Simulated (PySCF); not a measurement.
# How the numerical set-up moves the result for Si2 (triplet)

Which parts of the numerical set-up matter for Si2 (triplet)? Each run edits the base script.

The runs use PySCF 2.14.0; method and basis as typed in the scripts.

2 further runs of the same task are left out: 2 that didn't finish.

## Step 1: The starting structure

Si2 (triplet): 2 atoms, charge 0, spin multiplicity 3.

Bond lengths: Si1–Si2 2.308 Å.

## Step 2: The run that the others are compared with

input.py reads:

```python
from pyscf import gto, scf, cc

mol = gto.M(
    atom='Si 0 0 0; Si 0 0 2.308',
    basis='pcseg-1',
    charge=0,
    spin=2,
    verbose=4,
)
mf = scf.UHF(mol)
mf.kernel()
mycc = cc.CCSD(mf, frozen=10)
mycc.kernel()
mycc.ccsd_t()
mf.dip_moment()
print('orbital energies (hartree):', [e[max(0, n-3):n+3].round(4) for e, n in zip(mf.mo_energy, mol.nelec)])
```

On the command line:

```sh
$ OMP_NUM_THREADS=1 python input.py
```

The log of this run is left out.

Base result: E(SCF) = -577.672369 Eh, 9 cycles, E(CCSD) − E(SCF) = -0.16657 Eh, (T) = -0.01065 Eh, ⟨S²⟩ = 2.023, μ = 0.00 D (of the SCF density).

The bond length is a typed value, not an optimised one. The triplet is typed in the script; nothing here shows that it is the ground state.

## Step 3: 6-311++g**

Run 1 changes basis set: pcseg-1 → 6-311++g**.

input.py reads:

```python
from pyscf import gto, scf, cc

mol = gto.M(
    atom='Si 0 0 0; Si 0 0 2.308',
    basis='6-311++g**',
    charge=0,
    spin=2,
    verbose=4,
)
mf = scf.UHF(mol)
mf.kernel()
mycc = cc.CCSD(mf, frozen=10)
mycc.kernel()
mycc.ccsd_t()
mf.dip_moment()
print('orbital energies (hartree):', [e[max(0, n-3):n+3].round(4) for e, n in zip(mf.mo_energy, mol.nelec)])
```

On the command line:

```sh
$ OMP_NUM_THREADS=1 python input.py
```

## Step 4: 6-31g

Run 2 changes basis set: pcseg-1 → 6-31g.

input.py, as its differences from that of step 2:

```diff
@@ -4,3 +4,3 @@
     atom='Si 0 0 0; Si 0 0 2.308',
-    basis='pcseg-1',
+    basis='6-31g',
     charge=0,
```

Before running it: what results should come out? Wanted: for each run, E(SCF); from base; gap, α spin; after the SCF.

As calculated:

| run | E(SCF) (hartree) | from base (eV) | cycles | gap, α spin (eV) | functions | after the SCF |
| --- | --- | --- | --- | --- | --- | --- |
| base | -577.672369 | 0 | 9 | 7.30 | 36 | CCSD(T) correlation -4.822 eV, core frozen |
| 6-311++g** | -577.730627 | -1.5853 | 10 | 7.27 | 60 | CCSD(T) correlation -5.003 eV, core frozen |
| 6-31g | -577.670024 | +0.0638 | 8 | 7.40 | 26 | CCSD(T) correlation -3.116 eV, core frozen |

In words: The largest comparable shift of the SCF energy, -1.585 eV, comes with the run “6-311++g**”. 6-311++g** (60 functions) gives an energy 1.59 eV lower than pcseg-1 (36). 6-31g (26 functions) gives an energy 0.06 eV higher than pcseg-1 (36). The dearest run is “6-311++g**”, at 6.1 s against 1.5 s.
